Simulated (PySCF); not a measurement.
Bonds broken one at a time in the series Ga CH3-SiH3. Gas-phase values, no solvent. Strings in code marks are SMILES.

These are PySCF with PBE-D3(BJ)/def2-TZVP // r2SCAN-D4/def2-TZVP values and carry that method's errors. 

```tsv
species	dipole moment (D)
whole molecule (`[Ga]([CH3])([CH3])[CH3]`)	0.02
radical fragment (`[CH3]`)	0.00
radical fragment (`[CH3][Ga][CH3]`)	0.58
whole molecule (`[CH3][Ga]([CH3])[SiH3]`)	1.17
radical fragment (`[CH3][Ga][SiH3]`)	[?]
radical fragment (`[SiH3]`)	0.01
whole molecule (`[SiH3][Ga]([SiH3])[SiH3]`)	0.07
```

**Question.** What belongs in the gaps?

**Answer.** 
- radical fragment (`[CH3][Ga][SiH3]`), dipole moment (D): 1.11
